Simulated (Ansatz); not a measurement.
# Cr (Cr, bcc): the cost of one run

Computed with Ansatz 0.2.0 (DFT r²SCAN, plane waves with PAW, scalar-relativistic, unless a step says otherwise).

## 1. The starting structure

It takes space group Im-3m (No. 229, cubic). Conventional cell: a = 2.830 Å, b = 2.830 Å, c = 2.830 Å, α = 90.00°, β = 90.00°, γ = 90.00°. Cr (site symmetry m-3m) is surrounded by 8 Cr at 2.45 Å.

Coordinates:

```
CELL_PARAMETERS angstrom
-1.41488 1.41488 1.41488
1.41488 -1.41488 1.41488
1.41488 1.41488 -1.41488
ATOMIC_POSITIONS crystal
Cr 0.00000 0.00000 0.00000
```

Starting moments (μB): +1.5.

## 2. With a width of 0.01 eV

The run at 0.01 eV.

The input, input.yaml:

```yaml
crystal:
  lattice:
    - [-1.4148813462, 1.4148813462, 1.4148813462]
    - [1.4148813462, -1.4148813462, 1.4148813462]
    - [1.4148813462, 1.4148813462, -1.4148813462]
  atoms:
    - { symbol: Cr, position: [0.0, 0.0, 0.0], spin: 1.5 }
hamiltonian:
  xc: r2scan
  pseudopotentials:
    kind: paw
    azcp:
      Cr: "pseudopotentials/Cr.paw.azcp"
basis:
  ecutwfc: 500
  fft_grid_basis: typed
kpoints:
  mp_grid: { grid: [15, 15, 15], shift: [0, 0, 0] }
magnetization:
  spin_polarized: true
scf:
  occupations: { method: cold, width: 0.01 }
  lower_state_search: "off"
output:
  stress: true
```

The run is started by

```console
$ ansatz run input.yaml --threads 1 --pin off --max-ram 3584MiB --backend cpu --events-out ev --progress --plain --runs-dir out
```

What time and memory should one allow on 1 thread of Intel Xeon Platinum 8259CL at 2.50GHz (Skylake/Cascade Lake), shared host?

About 50 s, with a peak of 0.44 GiB.
